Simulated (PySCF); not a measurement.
# PH₄⁺: singlet, from a see-saw start

Aim: relax PH₄⁺ as a singlet from a see-saw start, check by its vibrations whether the end is a minimum, and collect its spectrum and constants.

The runs use PySCF 2.14.0; PBE0, basis P def2-TZVP, H def2-TZVP, no relativity, density fitting.

## Step 1: The system as given

5 atoms, charge 1, spin multiplicity 1.

Bond lengths: P1–H2 1.401 Å, P1–H3 1.401 Å, P1–H4 1.401 Å, P1–H5 1.401 Å. Angles: H2–P1–H3 170.0°, H2–P1–H4 86.9°, H2–P1–H5 86.9°, H3–P1–H4 86.9°, H3–P1–H5 86.9°, H4–P1–H5 104.0°.

```xyz
5
charge 1 multiplicity 1
P     0.0000    0.0000    0.0000
H     0.0000    1.3961    0.1221
H     0.0000   -1.3961    0.1221
H     1.1043    0.0000    0.8628
H    -1.1043    0.0000    0.8628
```

## Step 2: First SCF at the start

One driver script runs all steps and calls PySCF; scf.py shows how it sets up the SCF of each step. The optimiser is the driver's own. After this first run the driver tries any further starts and a stability analysis.

scf.py

```python
from pyscf import gto, scf, dft
mol = gto.M(atom='''
P      0.000000     0.000000     0.000000
H      0.000000     1.396100     0.122100
H     -0.000000    -1.396100     0.122100
H      1.104300     0.000000     0.862800
H     -1.104300     0.000000     0.862800''',
    basis={'P': 'def2-TZVP', 'H': 'def2-TZVP'},
    charge=1, spin=0)
mf = dft.RKS(mol, xc='PBE0')
mf.grids.atom_grid = (50, 194)
aux = {'P': 'def2-universal-JKFIT', 'H': 'def2-universal-JKFIT'}
mf = mf.density_fit(auxbasis=aux)
mf.conv_tol = 1e-08
mf.diis_space = 10
mf.max_cycle = 60
mf.init_guess = 'minao'
mf.verbose = 4
mf.kernel()
```

Launch:

```
OMP_NUM_THREADS=2 python axn.py task.json out
```

The program printed:

```text
init E= -343.482688295387
  HOMO = -0.344391490623062  LUMO = -0.165814674883542  gap/eV = 4.85932
cycle= 1 E= -343.203311308727  delta_E= 0.279  |g|= 0.202  |ddm|= 1.33
  HOMO = -0.644136083210981  LUMO = -0.431539034630877  gap/eV = 5.78506
cycle= 2 E= -343.212543005926  delta_E= -0.00923  |g|= 0.141  |ddm|= 0.335
  HOMO = -0.618259804897214  LUMO = -0.402831813291703  gap/eV = 5.86209
cycle= 3 E= -343.217036530691  delta_E= -0.00449  |g|= 0.0264  |ddm|= 0.139
  HOMO = -0.615467900859263  LUMO = -0.398683904666219  gap/eV = 5.89899
cycle= 4 E= -343.217226107191  delta_E= -0.00019  |g|= 0.00572  |ddm|= 0.0255
  HOMO = -0.615584808311844  LUMO = -0.398672477099284  gap/eV = 5.90249
cycle= 5 E= -343.217237154061  delta_E= -1.1e-05  |g|= 0.00117  |ddm|= 0.00595
  HOMO = -0.615525685003051  LUMO = -0.398698880772962  gap/eV = 5.90016
cycle= 6 E= -343.217237606173  delta_E= -4.52e-07  |g|= 0.000141  |ddm|= 0.000817
  HOMO = -0.615539646487294  LUMO = -0.398681667043313  gap/eV = 5.90101
cycle= 7 E= -343.217237613861  delta_E= -7.69e-09  |g|= 5.11e-05  |ddm|= 0.000149
  HOMO = -0.615541588507353  LUMO = -0.398686019971274  gap/eV = 5.90094
Extra cycle  E= -343.217237614141  delta_E= -2.8e-10  |g|= 4.21e-05  |ddm|= 7.01e-05
converged SCF energy = -343.217237614141
```

This step, with its further starts and checks, took 1.8 s on 2 threads of Arm Neoverse V1, shared host.

The test of internal stability found no lower closed-shell solution.

## Step 3: See-saw start, singlet: relaxation

The program finds C2v symmetry in the start, which this walk keeps. Threshold on the gradient: 0.0003 Eh/bohr, with a further test on the energy change.

scf.py: that of step 2 with these lines changed.

```diff
@@ -3,5 +3,5 @@
-P      0.000000     0.000000     0.000000
-H      0.000000     1.396100     0.122100
-H     -0.000000    -1.396100     0.122100
-H      1.104300     0.000000     0.862800
-H     -1.104300     0.000000     0.862800''',
+P     -0.000000     0.000000    -0.056712
+H      0.000000     1.396100     0.065388
+H      0.000000    -1.396100     0.065388
+H      1.104300     0.000000     0.806088
+H     -1.104300     0.000000     0.806088''',
@@ -17 +16,0 @@
-mf.init_guess = 'minao'
```

The optimiser's trace:

```csv
step,energy (Eh),change (kJ/mol),largest symmetric gradient (Eh/bohr)
0,-343.217238,0.00,0.05274
1,-343.264311,-123.59,0.06484
2,-343.292903,-198.66,0.05277
3,-343.305679,-232.20,0.03957
4,-343.319769,-269.19,0.03360
5,-343.322923,-277.48,0.00552
6,-343.323421,-278.78,0.00423
7,-343.323450,-278.86,0.00017
8,-343.323451,-278.86,0.00001
```

The walk took 6.6 s.

It settles in Td symmetry, 278.9 kJ/mol below the start, after 8 steps: P–H 1.401 Å (×4); H–P–H 109.5° (×6).

## Step 4: Vibrations and properties at this point

On the finer grid the gradient is checked again; gradients at displacements of ±0.02 bohr then give force constants and infrared intensities.

scf.py: that of step 3 with these lines changed.

```diff
@@ -3,5 +3,5 @@
-P     -0.000000     0.000000    -0.056712
-H      0.000000     1.396100     0.065388
-H      0.000000    -1.396100     0.065388
-H      1.104300     0.000000     0.806088
-H     -1.104300     0.000000     0.806088''',
+P     -0.000000     0.000000    -0.000000
+H     -0.000000     1.143865    -0.808835
+H     -0.000000    -1.143865    -0.808835
+H      1.143865    -0.000000     0.808835
+H     -1.143865    -0.000000     0.808835''',
@@ -11 +11 @@
-mf.grids.atom_grid = (50, 194)
+mf.grids.atom_grid = (75, 302)
@@ -14 +14 @@
-mf.conv_tol = 1e-08
+mf.conv_tol = 1e-10
```

The driver hands on the density of the step before, so the log starts near convergence.

SCF at the final geometry:

```text
init E= -343.323440971513
  HOMO = -0.704899296394597  LUMO = -0.222676624853045  gap/eV = 13.12195
cycle= 1 E= -343.323440971514  delta_E= -1.08e-12  |g|= 1.46e-07  |ddm|= 2.64e-07
  HOMO = -0.704899265399515  LUMO = -0.222676597440339  gap/eV = 13.12195
Extra cycle  E= -343.323440971513  delta_E= 7.96e-13  |g|= 1.05e-07  |ddm|= 1.87e-07
converged SCF energy = -343.323440971513
```

The whole step took 11 s.

Geometry: Td; P–H 1.401 Å (×4); H–P–H 109.5° (×6).

Modes, for the most abundant isotopes:

```csv
symmetry,ω (cm⁻¹),IR (km/mol),type
t2,980,18.5,bend
e,1129,0.0,bend
a1,2506,0.0,stretch
t2,2558,111,stretch
```

No imaginary mode, so this is a minimum.

Constants and moments:

* Dipole moment about the centre of mass: 0.00 D
* Highest occupied level: -19.18 eV
* Lowest empty level: -6.06 eV
* Rotational constants: 3.196, 3.196, 3.196 cm⁻¹
* Zero-point energy: 92.0 kJ/mol
* Principal polarisabilities: 19.9, 19.9, 19.9 bohr³
* Principal traceless quadrupole moments about the centre of mass: 0.00, 0.00, 0.00 D Å
* Entropy at 298.15 K and 1 bar: 203.5 J/(mol K)
* Heat capacity Cp at 298.15 K: 40.4 J/(mol K)
* Enthalpy at 298.15 K above 0 K: 10.35 kJ/mol
* Rotational symmetry number: 12

Charges (e) and bond orders:

| atom | Mulliken | Löwdin | polar tensor | Mayer order to P1 |
| --- | --- | --- | --- | --- |
| P1 | 0.16 | 0.69 | 0.78 | – |
| H2,3,4,5 | 0.21 | 0.08 | 0.05 | 0.92 |

Mulliken populations on P1: s 5.55, p 9.11, d 0.17, f 0.01.

## Step 5: What came out

```
                            quantity                                     value
                             minimum                               singlet, Td
                            geometry       P–H 1.401 Å (×4); H–P–H 109.5° (×6)
                  wavenumbers (cm⁻¹)  980 (t2), 1129 (e), 2506 (a1), 2558 (t2)
      dipole moment (centre of mass)                                    0.00 D
highest occupied, lowest empty level                          -19.18, -6.06 eV
           polar-tensor charge of P1                                   +0.78 e
                   zero-point energy                               92.0 kJ/mol
                 entropy at 298.15 K                           203.5 J/(mol K)
```

In words: From C2v at the start the molecule goes to a Td minimum. The strongest infrared band lies at 2558 cm⁻¹ (t2, stretch). Only this shape and spin were tried, so other structures or states may lie lower.

The search up to here took 20 s.
